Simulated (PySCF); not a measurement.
# C3H6S: the cost of one run

Programs: PySCF 2.14.0, with density-fitted response routines of our own. Each step states its level of theory. These are calculated values for one molecule, in the gas phase or a continuum, unless marked as measured. Atoms count from 0, in the outputs and in this text.

**1. The molecule as given**

10 atoms, charge 0, multiplicity 1; geometry from: GFN2-xTB. The atoms were then displaced at random by about 0.01 Å, so the start is not that level's minimum.

Bonds of the start (Å): C0–C1 1.34, C1–S2 1.76, S2–C3 1.78, C0–H4 1.05, C0–H5 1.08, C1–H6 1.09, C3–H7 1.08, C3–H8 1.06, C3–H9 1.12.

**2. Geometry optimisation at PBE0-D3(BJ)/def2-TZVP**

Job settings and geometry (Å):

```
{"job": {"xc": "PBE0", "basis": "def2-TZVP", "d3": "d3bj", "grid": 2, "shake": 0.01, "kind": "geom"}, "charge": 0, "multiplicity": 1}
C      1.498430    -0.369180    -0.202920
C      1.005090     0.614940     0.567640
S     -0.677730     1.049780     0.856040
C     -1.542620    -0.110130    -0.184950
H      2.535570    -0.507230    -0.312230
H      0.842790    -1.002170    -0.773340
H      1.673060     1.269790     1.129720
H     -1.376560    -1.123050     0.149710
H     -1.279420     0.022840    -1.198030
H     -2.628170     0.133470    -0.052700
```

Command:

```bash
> OMP_NUM_THREADS=1 python probes_run.py task.json out
```

The driver reads the jobs from task.json and runs them one after another.

**Question.** How long does this first job take on 1 thread of Arm Neoverse N1, shared host, and how much memory does it need?

About 1.8 min, with a peak of 0.71 GiB.
